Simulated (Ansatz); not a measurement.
## Exact exchange and the HOMO–LUMO gap of C2H2Cl4 (1,1,2,2-tetrachloroethane)

C2H2Cl4: 8 atoms, total charge 0, spin state singlet. SMILES: `ClC(Cl)C(Cl)Cl`. The shape is that of a PBE0-D4/def2-TZVP optimisation. This is one conformer, not always the lowest.

The HOMO–LUMO gap y, in eV, basis cc-pVDZ; a is the functional's share of exact exchange. Programs: Ansatz 0.2.0.

| functional | program | a | y (eV) |
| --- | --- | --- | --- |
| PBE | Ansatz | 0 | 5.77 |
| revPBE | Ansatz | 0 | 5.80 |
| B3LYP | Ansatz | 0.2 | ? |
| PBE0 | Ansatz | 0.25 | 8.33 |
| BHLYP | Ansatz | 0.5 | 10.86 |

Fit y = c + s·a to the known rows and predict B3LYP.


1. Means of the 4 rows: a = 0.1875, y = 7.690.
2. Σ(Δa)² = 0.17188, Σ(Δa·Δy) = 1.745, so the slope is 1.745/0.17188 = 10.152.
3. Intercept: 7.690 − (10.152) × 0.1875 = 5.787. The largest residual of the fit is 0.017.
4. B3LYP: 5.787 + (10.152) × 0.2 = 7.82 eV.

The run gave 7.78 eV, so the prediction is off by +0.04 eV, more than the scatter of the fit. Exact exchange lowers occupied levels and raises empty ones.
